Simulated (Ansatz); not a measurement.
The inner images of a band of C$_{3}$H$_{5}$NO (10 atoms, charge 0, multiplicity 1) are given out of order.

Method: RKS PBE0-D4/6-31G* (Ansatz 0.2.0).

Initial state:

```xyz
10
Properties=species:S:1:pos:R:3
N -1.373 1.342 0.917
C -0.411 0.522 0.805
C -0.319 -0.364 -0.375
C 0.995 -0.676 -0.957
O 0.323 -1.617 -0.146
H -1.281 1.886 1.778
H 0.405 0.397 1.533
H -1.204 -0.391 -1.010
H 1.053 -0.915 -2.019
H 1.894 -0.237 -0.523
```

Final state:

```xyz
10
Properties=species:S:1:pos:R:3
N -1.341 1.271 0.920
C -0.375 0.462 0.751
C -0.122 -0.116 -0.589
C 1.233 -0.119 -1.210
O 0.462 -1.459 -0.416
H -1.331 1.646 1.870
H 0.373 0.190 1.512
H -1.002 -0.102 -1.234
H 0.252 -1.977 -1.209
H 1.933 0.152 -0.393
```

Task: Put them in order from the first end to the last, with their energies above the first end.
A.
```xyz
10
Properties=species:S:1:pos:R:3
N -1.359 1.317 0.972
C -0.372 0.564 0.733
C -0.322 -0.255 -0.496
C 0.998 -0.599 -0.996
O 0.261 -1.472 -0.068
H -1.264 1.727 1.900
H 0.454 0.327 1.427
H -1.202 -0.249 -1.133
H 1.032 -1.389 -1.719
H 1.856 -0.022 -0.617
```
B.
```xyz
10
Properties=species:S:1:pos:R:3
N -1.325 1.290 0.925
C -0.381 0.459 0.752
C -0.180 -0.170 -0.577
C 1.169 -0.147 -1.202
O 0.352 -1.517 -0.369
H -1.275 1.698 1.861
H 0.391 0.203 1.494
H -1.072 -0.136 -1.205
H 0.520 -1.872 -1.268
H 1.883 0.141 -0.407
```
C.
```xyz
10
Properties=species:S:1:pos:R:3
N -1.384 1.330 0.981
C -0.391 0.583 0.738
C -0.326 -0.271 -0.466
C 0.995 -0.675 -0.952
O 0.279 -1.498 -0.045
H -1.280 1.746 1.907
H 0.446 0.375 1.425
H -1.203 -0.299 -1.113
H 1.085 -1.232 -1.874
H 1.864 -0.109 -0.597
```
D.
```xyz
10
Properties=species:S:1:pos:R:3
N -1.341 1.291 0.947
C -0.369 0.505 0.743
C -0.265 -0.232 -0.538
C 1.062 -0.377 -1.163
O 0.253 -1.518 -0.226
H -1.267 1.715 1.873
H 0.439 0.277 1.457
H -1.156 -0.196 -1.159
H 0.862 -1.569 -1.394
H 1.865 0.053 -0.537
```
E.
```xyz
10
Properties=species:S:1:pos:R:3
N -1.335 1.289 0.939
C -0.377 0.479 0.750
C -0.231 -0.204 -0.559
C 1.106 -0.251 -1.203
O 0.277 -1.543 -0.331
H -1.270 1.710 1.868
H 0.420 0.247 1.472
H -1.127 -0.161 -1.179
H 0.749 -1.683 -1.280
H 1.872 0.067 -0.474
```
F.
```xyz
10
Properties=species:S:1:pos:R:3
N -1.346 1.300 0.960
C -0.364 0.536 0.736
C -0.299 -0.251 -0.516
C 1.020 -0.490 -1.087
O 0.249 -1.487 -0.130
H -1.259 1.723 1.884
H 0.457 0.306 1.439
H -1.187 -0.228 -1.139
H 0.953 -1.488 -1.549
H 1.859 0.028 -0.596
```
G.
```xyz
10
Properties=species:S:1:pos:R:3
N -1.401 1.324 0.969
C -0.403 0.568 0.763
C -0.321 -0.309 -0.424
C 0.997 -0.693 -0.949
O 0.289 -1.560 -0.090
H -1.295 1.801 1.867
H 0.445 0.432 1.451
H -1.197 -0.344 -1.071
H 1.082 -1.058 -1.971
H 1.888 -0.211 -0.543
```

Result: G (+3.1 kJ/mol), C (+19.7 kJ/mol), A (+73.7 kJ/mol), F (+177.7 kJ/mol), D (+292.0 kJ/mol), E (+333.9 kJ/mol), B (+323.6 kJ/mol).

Run time: 3.7 min on 2 threads of Arm Neoverse V2 (shared host), peak memory 0.16 GiB.
